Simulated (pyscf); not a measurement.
ammonia (NH₃) + H₂N–AlH–NH₂ → H₂N–Al(NH₂)–NH₂ + hydrogen (H₂), a four-centre exchange (singlet surface; H–N, Al–H broken, Al–N, H–H formed). Structures and frequencies: ωB97X-D3(BJ)/def2-SVP in PySCF. Energies in kcal/mol from the separated reactants.

Small-basis levels: PySCF, no dispersion term, spherical d functions. AM1 to PM7: differences of heats of formation from MOPAC, which are fitted to 298 K values and so differ in kind from electronic energies by zero-point and thermal terms. GFN2-xTB: tblite. Cost: rough CPU time at the saddle relative to B3LYP/6-31G*, from one job on a shared machine.

```tsv
level	barrier	reaction energy	cost
HF/3-21G	7.8	-21.3	0.04
HF/6-31G*	26.7	-8.2	0.07
MP2/6-31G*	13.7	-15.0	0.09
PBE/6-31G*	(withheld)	-10.6	2
B3LYP/6-31G*	(withheld)	-11.0	1
B3LYP/6-311+G**	13.1	-11.3	2
GFN2-xTB	5.1	+0.4	under 0.02
AM1	36.9	-16.5	under 0.02
PM3	10.4	-48.5	under 0.02
ωB97M-D3(BJ)/def2-TZVP	(withheld)	-13.1	–
```

What belongs in the gaps?


- PBE/6-31G*, barrier: 5.3
- B3LYP/6-31G*, barrier: 11.4
- ωB97M-D3(BJ)/def2-TZVP, barrier: 9.4

Against the last row the barrier runs from -4.4 (GFN2-xTB) to +27.4 kcal/mol (AM1). ωB97M-D3(BJ)/def2-TZVP has limits of its own. On the reactant side the descent ends in an adduct with a Al–N contact, 22.5 kcal/mol under the separated species and 30.8 kcal/mol under the saddle at ωB97X-D3(BJ)/def2-TZVP. What is counted as formed (Al–N) is already present as a longer contact in the reactant adduct; forming that adduct is a step of its own. At the saddle there is also a short Al–H contact that neither side keeps. This is the saddle that the search found; another between the same sides may lie lower.
